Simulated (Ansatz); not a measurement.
# Worked example: correlation energy of H2N–PH2, triplet

Geometry: that of the H2N–PH2, singlet, kept fixed. The singlet lies 4.4 eV lower here.

```xyz
6

N    -0.1717    0.0000    1.1589
P     0.1133    0.0000   -0.5688
H     0.2780   -0.8098    1.5725
H     0.2780    0.8098    1.5725
H    -0.8268   -1.0214   -0.8848
H    -0.8268    1.0214   -0.8848
```

Basis cc-pVTZ; Ansatz 0.2.0. Correlated methods freeze the noble-gas cores, which leaves 14 electrons in 114 orbitals. R marks a restricted (for open shells ROHF) determinant, U an unrestricted one.

Full CI isn't at hand for all of this; UCCSDT(Q) serves as the reference, and is uncertain by the last step of the cluster series or more.

UCCSD has a T1 diagnostic of 0.030 and a largest doubles amplitude of 0.04.

Runs differ by some tens of microhartree through their thresholds and, for an open shell, their frozen cores, so steps under 0.03 kcal/mol mean nothing.

```tsv
level	total energy (hartree)
UHF	-397.383371
UMP2	-397.754255
UCCSD	-397.784443
UCCSD(T)	-397.802133
UCCSDT	-397.803357
UCCSDT(Q)	-397.804528
```

Q: What is the correlation energy at UCCSDT(Q), and what share of it do UMP2 and UCCSDT recover?

A: E(corr) = -397.804528 − (-397.383371) = -0.421157 hartree = -11.460 eV. UMP2: -0.370884 / -0.421157 = 88.06 %. UCCSDT: -0.419986 / -0.421157 = 99.72 %.

Q: By how many kcal/mol does UCCSD(T) miss UCCSDT(Q) (1 hartree = 627.509 kcal/mol), and which steps make up the rest?

A: -397.802133 − (-397.804528) = 0.002395 hartree = 1.50 kcal/mol. Steps: UCCSDT − UCCSD(T) = -0.77, UCCSDT(Q) − UCCSDT = -0.73 kcal/mol. Differences between like states or geometries often cancel part of this.
